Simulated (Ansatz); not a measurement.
# C3HP: the cost of one run

Computed with Ansatz 0.2.0 (the levels named in each step, unless a step's input says otherwise).

**1. The structure to begin with**

Bond lengths: C1–C2 1.212 Å, C2–C3 1.340 Å, C3–P4 1.565 Å, C1–H5 1.049 Å. Angles: C1–C2–C3 180.0°, C2–C1–H5 180.0°, C2–C3–P4 180.0°.

Coordinates:

```xyz
5

C     0.0000    0.0000   -1.3663
C     0.0000    0.0000   -0.1544
C     0.0000    0.0000    1.1854
P     0.0000    0.0000    2.7501
H     0.0000    0.0000   -2.4148
```

**2. A rough first relaxation, PBE-D4/def2-SVP**

This run stands in another session on the same molecule. It ended at:

```xyz
5

C     0.0000    0.0000   -1.3848
C     0.0000    0.0000   -0.1489
C     0.0000    0.0000    1.2121
P     0.0000    0.0000    2.7879
H     0.0000    0.0000   -2.4663
```

**3. Relaxation, B2PLYP/def2-TZVPP**

input.yaml reads:

```yaml
crystal:
  periodic: [false, false, false]
  atoms:
    - { symbol: C, position_ang: [0.0, 0.0, -1.38477207] }
    - { symbol: C, position_ang: [0.0, 0.0, -0.14890686] }
    - { symbol: C, position_ang: [0.0, 0.0, 1.21207511] }
    - { symbol: P, position_ang: [0.0, 0.0, 2.78785781] }
    - { symbol: H, position_ang: [0.0, 0.0, -2.46626399] }
basis:
  gaussian: { orbitals: def2-TZVPP }
hamiltonian:
  xc: { name: B2PLYP }
relax:
  f_tol: 0.002
  max_steps: 150
```

On the command line:

```bash
$ ansatz run input.yaml --threads 4 --pin off --max-ram 10240MiB --backend cpu --events-out ev --progress --plain --runs-dir out
```

**Question.** How long does this run take on 4 threads of Intel Xeon at 2.50GHz (Skylake/Cascade Lake), shared host, and how much memory does it need?

About 64 s, with a peak of 0.53 GiB.
